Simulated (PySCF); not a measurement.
## An excited-state table with gaps

Species: silicon dioxide, SiO2.
Structure used (PBE0-D3(BJ)/def2-TZVP), in Å, numbered top down from 1:
```
atom  x, y, z in Å
O1    -1.505    0.134    0.011
Si2    0.000    0.086    0.000
O3     1.506    0.036   -0.012
```

The calculation used TDDFT CAM-B3LYP/aug-cc-pVTZ, vertical, gas phase, core orbitals frozen in the response (PySCF). Geometry: PBE0-D3(BJ)/def2-TZVP; no solvent, vibrations or thermal averaging.

Orbital energies (eV): HOMO-3 -12.63, HOMO-2 -12.63, HOMO-1 -11.45, HOMO -11.45, LUMO -2.51, LUMO+1 0.10, LUMO+2 0.10.

Lowest singlets, with some entries withheld (?). The highest level found (8.35 eV, f 0.0000 so far) is left out, since the window may have cut off a degenerate partner. Orbitals of the list HOMO-3 to LUMO+2 that lie within 0.01 eV of each other are written together with a slash and their weights summed (≥ marks a lower bound); for degenerate orbitals outside that list single weights are arbitrary.

```tsv
state	λ (nm)	f	main configurations (H = HOMO, L = LUMO)
S1	276.1	0.0000	H-1/H→L (98%)
S2	276.1	0.0000	H-1/H→L (98%)
S3	?	?	?
S4	?	?	?
S5	195.4	0.058	H-4→L (82%)
S6	172.2	0.0000	H-1/H→L+1/L+2 (≥84%)
S7	168.4	0.0000	H-1/H→L+1/L+2 (≥86%)
S8	168.4	0.0000	H-1/H→L+1/L+2 (≥86%)
S9	?	?	?
```

(1) What stands in place of each question mark?

(2) What is the mean static polarisability from the same response equations?

(3) Which level carries the most intensity, and what share of the listed sum of f?

(4) Where do the lowest triplets lie (Tamm–Dancoff)?

## Answers

(1) 
- S3: λ = 207.2 nm; f = 0.075; H-3/H-2→L (98%)
- S4: λ = 207.2 nm; f = 0.075; H-3/H-2→L (98%)
- S9: λ = 152.0 nm; f = 0.0000; H-5→L (82%)

(2) 29.1 au (4.31 Å³), with principal values 24.4, 24.4 and 38.4 au.

(3) S3/S4, with f = 0.149 of 0.207, 72%.

(4) T1 4.07 eV, H-1/H→L (≥97%); T2 4.07 eV, H-1/H→L (≥97%); T3 5.12 eV, H-3/H-2→L (≥96%); T4 5.12 eV, H-3/H-2→L (≥96%). E(S1) − E(T1) = +0.42 eV.
